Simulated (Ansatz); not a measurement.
Q: Name a neutral molecule of C, P and H with HOMO energy (PBE0/def2-TZVPP) between -8.40 and -8.10 eV and LUMO energy (ωB97M-V/def2-TZVPP) between 0.55 and 0.85 eV (Ansatz, PBE0-D4/def2-TZVP geometry).

A: `C#P` (-8.14 eV, 0.76 eV). Other molecules can fit too; these were computed, each in one conformer that needn't be the lowest.
